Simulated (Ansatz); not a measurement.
Input file:

```yaml
crystal:
  periodic: [false, false, false]
  atoms:
    - {symbol: B, position_ang: [0.000000, -0.955158, 2.153276]}
    - {symbol: S, position_ang: [0.000000, 0.552577, 1.214954]}
    - {symbol: Ga, position_ang: [0.000000, -0.092497, -0.941065]}
    - {symbol: H, position_ang: [0.000000, -0.935573, 3.350693]}
basis:
  gaussian: {orbitals: cc-pVDZ}
total_charge: 1
magnetization: {spin_polarized: true, initial_magnetization: 2}
hamiltonian: {xc: {name: r2SCAN}}
correlation: {method: ccsd, electrons: valence}
```

```sh
$ ansatz run in.yaml --threads 1 --pin off --events-out ev --progress --plain --max-ram 2393MiB
```

Output:

```
692 factors; integrals over basis functions are off by at most 1.3e-3 eV
mean field evaluation 1: about -63886.2688 eV, gradient 2.9e1 eV
mean field evaluation 2: about -63886.2646 eV, gradient 2.9e1 eV
mean field evaluation 4: about -63893.3994 eV, gradient 7.7e0 eV
mean field evaluation 8: about -63893.7844 eV, gradient 2.3e-1 eV
mean field evaluation 16: about -63893.7870 eV, gradient 3.7e-4 eV
mean field evaluation 32: about -63893.7870 eV, gradient 5.7e-4 eV
mean field evaluation 64: about -63890.1511 eV, gradient 1.2e1 eV
mean field evaluation 96: about -63881.8225 eV, gradient 1.2e1 eV
mean field -63893.78695776 eV, -2348.0533619335 hartree, gradient 4.2e-6 eV, S^2 2.011682; 8 other end points of the search recorded, 0 dependent functions left out
15 core orbitals not correlated: weight in the atoms' cores, before any rotation towards them, 1.000 or more for the frozen orbitals, at most 0.000 for the correlated occupied ones
reference -63829.54958828 eV, -2345.6926821467 hartree; 12, 10 occupied and 37, 39 virtual orbitals, 692 factors
second order -6.64946041 eV of doubles, -0.52841769 eV of singles
cycle   1  -7.31780651 eV  change   -1.5e-1 eV  update   8.7e-2
cycle   2  -7.57148908 eV  change   -2.5e-1 eV  update   3.1e-2
cycle   3  -7.64797861 eV  change   -7.6e-2 eV  update   1.3e-2
cycle   4  -7.65194761 eV  change   -4.0e-3 eV  update   5.0e-3
cycle   5  -7.65222686 eV  change   -2.8e-4 eV  update   2.5e-3
cycle   6  -7.65255518 eV  change   -3.3e-4 eV  update   1.3e-3
cycle   7  -7.65266786 eV  change   -1.1e-4 eV  update   7.1e-4
cycle   8  -7.65302542 eV  change   -3.6e-4 eV  update   4.0e-4
cycle   9  -7.65300332 eV  change    2.2e-5 eV  update   1.8e-4
cycle  10  -7.65295597 eV  change    4.7e-5 eV  update   9.6e-5
cycle  11  -7.65300286 eV  change   -4.7e-5 eV  update   5.0e-5
cycle  12  -7.65298571 eV  change    1.7e-5 eV  update   2.5e-5
Total energy: -63837.20257399 eV, -2345.9739241840 hartree
```

Ran on 1 thread of Arm Neoverse V1, shared host: 33 s wall, 0.2 GiB peak host memory.
